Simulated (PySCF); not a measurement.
Ionisation energy of F by level of theory

F [He] 2s2 2p5 (2P) → F⁺ [He] 2s2 2p4 (3P), as a difference of total energies. All numbers are calculated (PySCF 2.14, scalar relativity by spin-free X2C-1e, in x2c-TZVPall (5s3p2d1f, 31 functions)). Correlated levels: valence: 1s2 frozen. The calculations carry no spin-orbit coupling.

```json
{"method": "UHF", "ionisation energy (eV)": "15.641"}
{"method": "PBE0", "ionisation energy (eV)": "17.410"}
{"method": "MP2 (valence)", "ionisation energy (eV)": "17.195"}
{"method": "CCSD (valence)", "ionisation energy (eV)": "17.093"}
{"method": "CCSD(T) (valence)", "ionisation energy (eV)": "17.135"}
```

Question: Estimate what SCS-MP2 (valence) gives.

Answer: 17.180 eV, closest to MP2 (valence) among the rows shown.

Question: Estimate what PBE gives.

Answer: 17.603 eV, closest to PBE0 among the rows shown.

Errors of the correlated levels include the incompleteness of this basis and the frozen core.

For comparison: 17.427 eV (measured; NIST levels, between the centres of gravity of the two terms).
